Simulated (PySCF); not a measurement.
1,4-naphthoquinone radical anion, C10H6O2 (charge -1 and doublet state).
Numbering: `[O:1]=[C:2]1[CH:3]=[CH:4][C:5](=[O:6])[c:7]2[cH:8][cH:9][cH:10][cH:11][c:12]21` (hydrogens: H13 on C3; H14 on C4; H15 on C8; H16 on C9; H17 on C10; H18 on C11)

Level of theory: PBE0-D3(BJ)/def2-SVP geometry optimisation, gas phase in PySCF.

(1) List the bond lengths, angles and torsions at this level.

Results:

(1) 
```tsv
bond	length (pm)	order
O1=C2, C5=O6	125.1	double
C2–C3, C4–C5	143.9	single
C3=C4	138.0	double
C7–C8, C11–C12	140.7	aromatic
C8–C9, C10–C11	138.4	aromatic
C9–C10	140.9	aromatic
C2–C12, C5–C7	147.6	single
C7–C12	141.9	aromatic
C3–H13, C4–H14	109.5	single
C8–H15, C11–H18	109.3	single
C9–H16, C10–H17	109.5	single
```

Bonds in one row agree within 1 pm and their mean is given. Orders are formal, as drawn. A selection of angles:
```tsv
angle	degrees
O1–C2–C3	123.5
O1–C2–C12	121.8
C3–C2–C12	114.8
C2–C3–C4	123.5
C2–C3–H13	115.7
C4–C3–H13	120.8
C5–C7–C8	119.2
C5–C7–C12	121.7
C8–C7–C12	119.1
C7–C8–C9	121.1
C7–C8–H15	116.5
C9–C8–H15	122.4
C8–C9–C10	119.8
C8–C9–H16	120.2
C10–C9–H16	120.0
```

Torsions: O1–C2–C3–C4 180° (antiperiplanar); C2–C3–C4–C5 0° (synperiplanar); C3–C4–C5–O6 180° (antiperiplanar); C4–C5–C7–C8 180° (antiperiplanar); O1–C2–C12–C11 0° (synperiplanar).

C7 (carbon bonded to 3 C) is planar (angles 121.7°, 119.2° and 119.1°, sum 360.0°, 0.00 Å off the plane of its three neighbours). C9 (carbon bonded to 2 C and H) is planar (angles 120.2°, 120.0° and 119.8°, sum 360.0°, 0.00 Å off the plane of its three neighbours). C3 (carbon bonded to 2 C and H) is planar (angles 123.5°, 120.8° and 115.7°, sum 360.0°, 0.00 Å off the plane of its three neighbours). The C–C distances run from 1.380 Å (C3=C4, drawn double) to 1.476 Å (C2–C12, drawn single), a spread of 0.096 Å. The 12 heavy atoms lie in one plane (0.002 Å rms). C2 (carbon bonded to 2 C and O) is planar (angles 123.5°, 121.8° and 114.8°, sum 360.0°, 0.00 Å off the plane of its three neighbours). C8 (carbon bonded to 2 C and H) is planar (angles 122.4°, 121.1° and 116.5°, sum 360.0°, 0.00 Å off the plane of its three neighbours).

Point group: C2v (every atom within 0.08 Å of its image). Not checked by PBE0-D3(BJ)/def2-SVP frequencies. ⟨S²⟩ = 0.765 (exact for a doublet: 0.75). Whether the extra electron is bound in the gas phase wasn't checked; a finite basis holds it in any case. The geometry's basis has no diffuse functions, a weakness for an anion.

One conformer stands for the species.
